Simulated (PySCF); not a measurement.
C5H7O (doublet state).
Geometry (GFN2-xTB, Å), atoms numbered from 1 in this order:
```
atom  x, y, z in Å
O1    -1.714    1.397   -0.098
C2    -1.883    0.005   -0.135
C3    -0.629   -0.790    0.038
C4     0.602   -0.244    0.097
C5     1.443    0.822    0.090
C6     2.070   -0.513    0.223
H7    -0.890    1.612   -0.549
H8    -2.360   -0.294   -1.090
H9    -2.595   -0.238    0.663
H10   -0.752   -1.861    0.095
H11    1.619    1.868    0.085
H12    2.476   -0.824    1.182
H13    2.610   -0.939   -0.618
```

The hyperfine couplings belong to this conformer and change with its torsions.

The species is `OC[CH]C1=CC1` [radical].

Computed with UKS B3LYP, pcH-1 on C H O, non-relativistic, mean-field spin-orbit, GIAO in PySCF. One conformer (not necessarily the lowest) at the GFN2-xTB geometry, without solvent, vibrations or thermal averaging. The geometry wasn't refined by DFT: couplings that depend on bond lengths, twists or pyramidal angles can differ widely from those at the functional's own minimum. Stability of the SCF solution: not tested. ⟨S²⟩ is 0.774 where a pure state has 0.75.

The largest Mulliken spin populations are on C5 (+0.70), C3 (+0.56) and C4 (-0.23). The positive populations add up to 1.37 and the negative ones to -0.37, together 2S = 1. The angles at C5 add up to 359.8°, so it is planar; its axial dipolar tensor and the negative coupling of its proton fit spin in a p orbital normal to that plane.

(1) Test a(H) = Q·ρ(C) for the protons on planar carbons with a spin population beyond ±0.08.

Results:

(1) 
```tsv
H	C	ρ(C)	a(H) (G)	a/ρ (G)
H10	C3	+0.564	-12.83	-22.8
H11	C5	+0.705	-17.64	-25.0
```

A least-squares line through the origin gives Q = -24.1 G with Mulliken populations.

Couplings in gauss use g_iso = 2.0027.

The SMILES draws the unpaired electron on C3; the largest computed Mulliken spin population is on C5 (0.70 against 0.56).
